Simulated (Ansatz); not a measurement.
Pulling the pair apart

The pair of H2S (SMILES S, atoms 1–3) and SiNH5 (SMILES [SiH3]N, atoms 4–10), both closed shells, in one local arrangement (a lower one may exist), relaxed at PBE0-D4/def2-TZVP:

```
10
angstrom
S 0.2190 0.1825 -2.9265
H -0.2705 0.2847 -1.6686
H 1.4477 0.5585 -2.5415
Si 0.2947 -0.5260 1.2546
N -0.9069 0.4224 0.4431
H 0.1334 -1.9276 0.7967
H 1.6242 0.0060 0.8617
H 0.2173 -0.5077 2.7441
H -0.9007 1.4221 0.5832
H -1.8583 0.0850 0.4532
```

SiNH5 is shifted rigidly along the line between the mean atom positions of the two fragments (negative: closer). Counterpoise interaction energies in kcal/mol. Program: Ansatz 0.2.0. Basis: def2-TZVPPD. Cores are frozen in the correlated methods.

```csv
shift (Å),PBE-D4,wB97M-V,r2SCAN-D4
-0.42,-1.79,0.74,-0.97
-0.21,-3.50,-1.74,-2.77
0.00,-3.84,-2.61,-3.22
0.21,-3.56,-2.69,-3.04
0.51,-2.85,-2.28,-2.45
1.06,-1.64,-1.36,-1.41
2.12,-0.52,-0.48,-0.47
4.24,-0.07,-0.10,-0.09
```

At the largest shift the D4 term itself is slightly repulsive (PBE-D4 +0.2 meV): a quirk of that model, not of the functional.

What does CCSD(T) give at these shifts? (An estimate is asked for; the value comes from the calculation.)

Computed: 1.29, -1.36, -2.35, -2.52, -2.20, -1.36, -0.48, -0.10 kcal/mol. For zero shift, CCSD(T) at an estimated basis limit (MP2 extrapolated from triple and quadruple zeta, plus CCSD(T) − MP2 in triple zeta) gives -2.77 kcal/mol. These are counterpoise interaction energies, counted from the two frozen fragments.

No T1 diagnostic of these runs exceeds 0.011.

For scale, one of the runs: CCSD(T)/def2-TZVPPD, 255 basis functions, launched by `ansatz run in.yaml --threads 4 --pin off --events-out ev --progress --plain --max-ram 9574MiB`. Time: 62 s of wall clock on 4 CPU threads of an AMD EPYC 7B13; the host was shared. Peak host memory: 5.3 GiB.
